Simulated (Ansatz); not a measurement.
# B₂NH₅: one structure at several levels

One table from this session's results is given with a row withheld; the runs are named, their logs left out.

Computed with Ansatz 0.2.0, Gaussian basis. Level: single points in def2-TZVPP.

Cores are frozen in the correlated methods.

### Where the work starts

SMILES `BNB`, 8 atoms, charge 0, spin multiplicity 1.

Atoms are counted from 1 here; the program's logs count them from 0.

Bond lengths: B1–N2 1.375 Å, B1–H4 1.137 Å, B1–H5 1.165 Å, N2–B3 1.401 Å, N2–H6 1.096 Å, B3–H7 1.065 Å, B3–H8 1.253 Å. Angles: N2–B1–H4 119.1°, N2–B1–H5 116.9°, H4–B1–H5 124.0°, B1–N2–B3 132.6°, B1–N2–H6 114.8°, B3–N2–H6 112.6°, N2–B3–H7 123.0°, N2–B3–H8 112.0°, H7–B3–H8 124.1°.

Geometry (Å):

```mol
B2H5N
  3D, bonds by distance, orders not assigned

  8  7  0  0  0  0  0  0  0  0999 V2000
   -0.7960    0.6324   -0.7080 B   0  0
    0.2490    0.3178    0.1281 N   0  0
    0.7574   -0.9030    0.5916 B   0  0
   -1.4712   -0.2002   -1.0883 H   0  0
   -0.9197    1.7542   -0.9974 H   0  0
    0.8147    1.1790    0.5024 H   0  0
    1.5700   -0.9703    1.2772 H   0  0
    0.0269   -1.8691    0.2703 H   0  0
  1  2  8  0
  1  4  8  0
  1  5  8  0
  2  3  8  0
  2  6  8  0
  3  7  8  0
  3  8  8  0
M  END
```

Set-up of the first run:

run/in.yaml

```yaml
crystal:
  periodic: [false, false, false]
  atoms:
    - {symbol: B, position_ang: [-0.796000, 0.632400, -0.708000]}
    - {symbol: N, position_ang: [0.249000, 0.317800, 0.128100]}
    - {symbol: B, position_ang: [0.757400, -0.903000, 0.591600]}
    - {symbol: H, position_ang: [-1.471200, -0.200200, -1.088300]}
    - {symbol: H, position_ang: [-0.919700, 1.754200, -0.997400]}
    - {symbol: H, position_ang: [0.814700, 1.179000, 0.502400]}
    - {symbol: H, position_ang: [1.570000, -0.970300, 1.277200]}
    - {symbol: H, position_ang: [0.026900, -1.869100, 0.270300]}
basis:
  gaussian: {orbitals: def2-TZVPP}
correlation: {method: ccsd_t}
output: {forces: true}
```

No record of the launch command was kept for these runs.

Steps of the session up to this table: CCSD(T)/def2-TZVPP; PBE0-D4/def2-TZVPP; wB97M-V/def2-TZVPP; r2SCAN-D4/def2-TZVPP; PBE-D4/def2-TZVPP; HSE06-D4/def2-TZVPP; BHLYP-D4/def2-TZVPP.

One table of the session follows, with a row left open; its other results are not shown here.

| method | RMS force component (eV/Å) | angle to CCSD(T) forces (°) | dipole (D) |
| --- | --- | --- | --- |
| CCSD(T) | 1.901 | reference | 1.48 |
| PBE0-D4 | ? | ? | ? |
| wB97M-V | 1.857 | 2.5 | 1.53 |
| r2SCAN-D4 | 1.843 | 3.1 | 1.51 |
| PBE-D4 | 1.816 | 4.6 | 1.52 |
| HSE06-D4 | 1.876 | 4.3 | 1.50 |
| BHLYP-D4 | 1.906 | 5.8 | 1.47 |

Estimate the missing values for PBE0-D4.

The run gave: RMS force component (eV/Å): 1.878; angle to CCSD(T) forces (°): 4.3; dipole (D): 1.50. In the column «RMS force component (eV/Å)» it lies between HSE06-D4 (1.876) and CCSD(T) (1.901).
